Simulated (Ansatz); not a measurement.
`C=C(F)C(=C)F` + CH₃NH₂ → `C=C(F)NC` + `C=CF`  (substitution at a C–C bond)

Calculated with Ansatz (gas phase, PBE0-D4/def2-TZVP geometries, no zero-point term in ΔE). CCSD(T)/CBS adds triple-zeta CCSD(T) − MP2 to the extrapolated MP2 energy (def2 sets, frozen cores). DFT in def2-TZVPP. B3LYP here is the variant with VWN-RPA as its local correlation; programs differ in this. Each species was taken in one conformer, which may not be the lowest.

(1) Is it downhill or uphill in electronic energy at CCSD(T)/CBS, and by how much? (An estimate is asked.)

(2) What do these levels give: LDA (SPW92), BLYP-D4, r2SCAN-D4, B97M-V, B3LYP-D4, r2SCAN0-D4, ωB97X-V, PBE-QIDH, r2SCAN, CAM-B3LYP, CCSD/def2-TZVPP, HF/def2-QZVPP? (An estimate is asked.)

Largest T1 diagnostic among the species: 0.012.

Results:

(1) Ansatz gave: Uphill: ΔE = +16.3 kJ/mol.

(2) Computed: LDA (SPW92) 7.5, BLYP-D4 11.9, r2SCAN-D4 12.9, B97M-V 17.9, B3LYP-D4 11.7, r2SCAN0-D4 11.8, ωB97X-V 8.9, PBE-QIDH 11.6, r2SCAN 12.8, CAM-B3LYP 8.6, CCSD/def2-TZVPP 14.5, HF/def2-QZVPP 8.8 kJ/mol.

Leaving LDA and LC-ωPBE aside and taking each functional with its dispersion term where it has one, the values spread over 9.0 kJ/mol, from ωB97X-V to B97M-V. LDA lies −3.4 kJ/mol from PBE without D4. In def2-TZVPP, CCSD(T) changes the Hartree–Fock value by +6.9 kJ/mol (the triples alone add +1.1 kJ/mol) and MP2 by +5.4 kJ/mol.
